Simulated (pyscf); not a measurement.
Cl–GaH–Cl (SMILES [Cl][GaH][Cl]) + H₂C=CH₂ (SMILES C=C) → H₃C–CH₂–Ga(Cl)–Cl (SMILES C[CH2][Ga]([Cl])[Cl]), gas phase, singlet surface. PySCF, gas phase, ωB97X-D3(BJ)/def2-SVP geometries. ΔG in kcal/mol from ωB97M-D3(BJ)/def2-TZVP energies (ideal gas, 1 atm, RRHO with modes under 100 cm⁻¹ raised to 100, one conformer, R ln 2 for chiral ones without a mode under 150 cm⁻¹).

| T (K) | ΔG |
|---|---|
| 298 | -18.7 |
| 600 | ? |
| 900 | +1.4 |
| 1200 | +11.0 |

Q: Fit a line to the three values, predict ΔG at 600 K, and estimate where the reaction turns unfavourable at 1 atm of each gas.

A: Least squares gives ΔG = -28.5 + 33.0 × T/1000 K, so ΔS is about -138 J/(mol K) and ΔH about -28.5 kcal/mol over this range (ΔH at 298 K: -28.9). At 600 K the line gives -8.7; the computed value is -8.4. ΔG = 0 falls near 860 K; 1 kcal/mol in the energy moves that by 30 K. This is thermodynamics alone and says nothing of the barrier. Elements up to Kr have no core potential and no relativistic terms here.
